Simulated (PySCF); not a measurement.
Constitutional and geometric isomers with formula C3H4. All species are isolated molecules in the gas phase. Strings in code marks are SMILES.

These are M06-2X/def2-TZVP // B3LYP-D3(BJ)/def2-TZVP (PySCF 2.14.0) values and carry that method's errors. All candidates: neutral, multiplicity 1. 

```json
{
 "dipole_moment": "0.00 D",
 "HOMO–LUMO gap": "10.19 eV",
 "HOMO": "-8.95 eV"
}
```

Task: Name which member has these values.
(A) `C#CC`
(B) `C1=CC1`
(C) `C=C=C`

Result: C, `C=C=C`. The others give `C#CC`: 0.80 D, 11.07 eV, -9.01 eV; `C1=CC1`: 0.49 D, 9.58 eV, -8.51 eV
